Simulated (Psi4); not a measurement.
# BNH4 (SMILES BN) at HSE06/def2-TZVPP

What is the vertical ionisation energy of BNH4 at HSE06/def2-TZVPP? 

Program for the calculation: Psi4 1.11.

## 1. The structure to begin with

BNH4: 6 atoms, total charge 0, spin state singlet. As SMILES, `BN`. The shape is that of a PBE0-D4/def2-TZVP optimisation.

Bond lengths: B1–N2 1.385 Å, B1–H3 1.197 Å, B1–H4 1.197 Å, N2–H5 1.006 Å, N2–H6 1.006 Å. Angles: B1–N2–H5 123.2°, B1–N2–H6 123.2°, N2–B1–H3 119.0°, N2–B1–H4 119.0°, H5–N2–H6 113.5°, H3–B1–H4 122.0°.

## 2. The energy at HSE06/def2-TZVPP

Input file bh4n.xyz:

```xyz
6
BH4N
B     -0.128200    -0.679600    -0.025600
N      0.146100     0.677400     0.010800
H      0.225800    -1.368000     0.887500
H     -0.712000    -1.128700    -0.969200
H     -0.121600     1.313700    -0.720800
H      0.632000     1.121400     0.771300
```

Input file job.py:

```python
import psi4

psi4.set_memory(1600000000)
psi4.set_num_threads(1)
psi4.set_output_file('output.dat', False)

with open('bh4n.xyz') as f:
    atoms = ''.join(f.readlines()[2:])
m = psi4.geometry('0 1\n' + atoms + 'symmetry c1')

psi4.set_options({
    'puream': True,
    'e_convergence': 1e-09,
    'd_convergence': 1e-08,
    'scf_type': 'pk',
    'dft_radial_points': 99,
    'dft_spherical_points': 590,
})

e, wfn = psi4.energy('hse06/def2-TZVPP', molecule=m, return_wfn=True)
psi4.oeprop(wfn, 'LOWDIN_CHARGES', 'WIBERG_LOWDIN_INDICES', 'MULLIKEN_CHARGES')
print(f'hse06/def2-TZVPP energy: {e:.10f} Eh')
```

Run with:

```bash
$ python job.py
```

output.dat:

```text
[...]
  Running in c1 symmetry.
[...]
  Nuclear repulsion =   32.316093047941223
[...]
  Multiplicity = 1
[...]
  Nalpha       = 8
  Nbeta        = 8
[...]
    Number of basis functions: 118
[...]
   @RKS iter   1:   -81.69612049582967   -3.40630e-01   6.71643e-03 ADIIS/DIIS
[...]
   @RKS iter  10:   -81.97291995816607   -7.38964e-13   5.33986e-10 DIIS
[...]
    Orbital Energies [Eh]
    ---------------------
    Doubly Occupied:
       1A    -14.369991     2A     -6.746399     3A     -0.880502
       4A     -0.527188     5A     -0.515036     6A     -0.389596
       7A     -0.313988     8A     -0.304443
[...]
  @RKS Final Energy:   -81.97291995816607
   => Energetics <=
    Nuclear Repulsion Energy =             32.3160930479412229
    One-Electron Energy =                -173.5188434894279510
    Two-Electron Energy =                  68.8744890767555944
    DFT Exchange-Correlation Energy =      -9.6446585934349454
    Empirical Dispersion Energy =           0.0000000000000000
    VV10 Nonlocal Energy =                  0.0000000000000000
    Total Energy =                        -81.9729199581660737
[...]
 Multipole Moments:
 ------------------------------------------------------------------------------------
     Multipole            Electronic (a.u.)      Nuclear  (a.u.)        Total (a.u.)
 ------------------------------------------------------------------------------------
 L = 1.  Multiply by 2.5417464519 to convert [e a0] to [Debye]
 Dipole X            :          0.0719134            0.0811556            0.1530690
 Dipole Y            :          0.3561528            0.4016450            0.7577978
 Dipole Z            :          0.0095796            0.0107185            0.0202981
 Magnitude           :                                                    0.7733690
[...]
  Mulliken Charges: (a.u.)
   Center  Symbol    Alpha    Beta     Spin     Total
       1     B     2.52247  2.52247  0.00000 -0.04495
       2     N     3.63933  3.63933  0.00000 -0.27866
       3     H     0.50889  0.50889  0.00000 -0.01778
       4     H     0.50888  0.50888  0.00000 -0.01776
       5     H     0.41021  0.41021  0.00000  0.17958
       6     H     0.41021  0.41021  0.00000  0.17957
   Total alpha =  8.00000, Total beta =  8.00000, Total charge = -0.00000
  Lowdin Charges: (a.u.)
   Center  Symbol    Alpha    Beta     Spin     Total
[...]
```

Standard output:

```text
hse06/def2-TZVPP energy: -81.9729199582 Eh
```

Wall time 40 s (1 thread of Intel Xeon Platinum 8375C at 2.90GHz (Ice Lake), shared host); peak memory 0.88 GiB.

## 3. The doublet cation, same level

Input file job.json:

```json
{
  "schema_name": "qcschema_input",
  "schema_version": 1,
  "molecule": {
    "schema_name": "qcschema_molecule",
    "schema_version": 2,
    "symbols": ["B", "N", "H", "H", "H", "H"],
    "geometry": [-0.24226289, -1.28425787, -0.04837699, 0.27608899, 1.28010048, 0.02040904, 0.42670016, -2.58514534, 1.67713194, -1.345485, -2.13293388, -1.83152256, -0.2297907, 2.48253321, -1.36211459, 1.19430691, 2.11913888, 1.45754576],
    "molecular_charge": 1,
    "molecular_multiplicity": 2,
    "fix_symmetry": "c1"
  },
  "driver": "energy",
  "model": {
    "method": "hse06",
    "basis": "def2-TZVPP"
  },
  "keywords": {
    "reference": "uks",
    "puream": true,
    "e_convergence": 1e-09,
    "d_convergence": 1e-08,
    "scf_type": "pk",
    "dft_radial_points": 99,
    "dft_spherical_points": 590,
    "maxiter": 100
  }
}
```

Run with:

```bash
$ psi4 --qcschema job.json -n 1 --memory 1600MB
```

stdout:

```text
[...]
  Running in c1 symmetry.
[...]
  Nuclear repulsion =   32.316093054913715
[...]
  Multiplicity = 2
[...]
  Nalpha       = 8
  Nbeta        = 7
[...]
    Number of basis functions: 118
[...]
   @UKS iter   1:   -81.33793399807342    1.75564e-02   6.07199e-03 ADIIS/DIIS
[...]
   @UKS iter  19:   -81.55783272638324   -5.21538e-12   1.08780e-09 DIIS
[...]
   @S^2 Observed:                7.533225343E-01
[...]
    Orbital Energies [Eh]
    ---------------------
    Alpha Occupied:
       1A    -14.787911     2A     -7.049502     3A     -1.278527
       4A     -0.881089     5A     -0.873928     6A     -0.733142
       7A     -0.662123     8A     -0.576159
    Alpha Virtual:
       9A     -0.284352    10A     -0.214910    11A     -0.162398
      12A     -0.102028    13A     -0.078118    14A     -0.063432
      15A     -0.061373    16A     -0.053539    17A     -0.030702
      18A      0.026511    19A      0.082176    20A      0.096357
      21A      0.096889    22A      0.183612    23A      0.189616
      24A      0.211414    25A      0.240457    26A      0.241865
[...]
  @UKS Final Energy:   -81.55783272638324
   => Energetics <=
    Nuclear Repulsion Energy =             32.3160930549137149
    One-Electron Energy =                -168.1156540941056505
    Two-Electron Energy =                  63.6558482570187323
    DFT Exchange-Correlation Energy =      -9.4141199442100483
    Empirical Dispersion Energy =           0.0000000000000000
    VV10 Nonlocal Energy =                  0.0000000000000000
    Total Energy =                        -81.5578327263832392
  UHF NO Occupations:
  HONO-2 :    6  A 1.9997193
  HONO-1 :    7  A 1.9988267
[...]
 Multipole Moments:
 ------------------------------------------------------------------------------------
     Multipole            Electronic (a.u.)      Nuclear  (a.u.)        Total (a.u.)
 ------------------------------------------------------------------------------------
 L = 1.  Multiply by 2.5417464519 to convert [e a0] to [Debye]
 Dipole X            :          0.1333602            0.0811556            0.2145158
 Dipole Y            :          0.6601928            0.4016450            1.0618378
 Dipole Z            :          0.0177138            0.0107185            0.0284323
 Magnitude           :                                                    1.0836628
[...]
```

The result, in JSON:

```text
{
 "driver": "energy",
 "model": {
  "method": "hse06",
  "basis": "def2-TZVPP"
 },
 "success": true,
 "return_result": -81.55783272638324,
 "properties": {
  "calcinfo_nbasis": 118,
  "calcinfo_nmo": 118,
  "calcinfo_nalpha": 8,
  "calcinfo_nbeta": 7,
  "calcinfo_natom": 6,
  "nuclear_repulsion_energy": 32.316093054913715,
  "return_energy": -81.55783272638324,
  "scf_one_electron_energy": -168.11565409410565,
  "scf_two_electron_energy": 63.65584825701873,
  "scf_xc_energy": -9.414119944210048,
  "scf_dipole_moment": [0.21451584830157702, 1.0618378105335298, 0.028432317026558518],
  "scf_total_energy": -81.55783272638324,
  "scf_iterations": 19
 }
}
```

It took 98 s on 1 thread of Intel Xeon Platinum 8375C at 2.90GHz (Ice Lake), shared host; peak memory 0.89 GiB.

## 4. Summary of results

Level: HSE06/def2-TZVPP.

```
                                          quantity         value
                        singlet BNH4: total energy  -81.97292 Eh
                       singlet BNH4: dipole moment        1.97 D
                         singlet BNH4: HOMO energy      -8.28 eV
                         singlet BNH4: LUMO energy      -0.15 eV
                       singlet BNH4: HOMO–LUMO gap       8.13 eV
                      doublet cation: total energy  -81.55783 Eh
doublet cation: HOMO energy (highest over α and β)     -15.66 eV
 doublet cation: LUMO energy (lowest over α and β)     -14.28 eV
                              doublet cation: ⟨S²⟩         0.753
vertical ionisation energy (to the doublet cation)     11.295 eV
```

What this shows: The vertical ionisation energy comes to 11.30 eV (1090 kJ/mol). −ε(HOMO) before ionisation, 8.28 eV, is 3.01 eV below this ionisation energy. Mulliken charges (singlet BNH4) run from -0.28 on N2 to +0.18 on H5.
